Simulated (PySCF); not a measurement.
These 3 structures share the formula C3H5FO. Method used: PBE0-D3(BJ)/def2-SVP geometry optimisation, gas phase (PySCF 2.14.0). One conformer each; no zero-point energy, no entropy. No frequencies were run at this level. Point groups hold within 0.08 Å.

Question: Rank from lowest to highest electronic energy at this level (kJ/mol).
A. `O1CC[C@@H]1F`
B. `[OH:1][C@@H:2]1[CH2:3][C@@H:4]1[F:5]` with H–O1–C2–C3 76°
C. `[F:1][CH2:2][C@@H:3]1[CH2:4][O:5]1` with F1–C2–C3–C4 -93° (epifluorohydrin)

Answer: A (0.0), B (40.4), C (57.6).

As drawn, the lowest has a four-membered ring, which the highest lacks; the highest has a three-membered ring, which the lowest lacks.

```json
{"SMILES": "F[C@H]1CCO1", "E (Eh)": "-291.83025", "E rel (kJ/mol)": "0.0", "dipole (D)": "2.66", "point group": "C1", "A, B, C (MHz)": "10363, 4960, 3974"}
{"SMILES": "O[C@@H]1C[C@@H]1F", "E (Eh)": "-291.81487", "E rel (kJ/mol)": "40.4", "dipole (D)": "1.59", "point group": "C1", "A, B, C (MHz)": "7681, 5359, 3802"}
{"SMILES": "FC[C@@H]1CO1", "E (Eh)": "-291.80832", "E rel (kJ/mol)": "57.6", "dipole (D)": "0.53", "point group": "C1", "A, B, C (MHz)": "14664, 3196, 2919"}
```
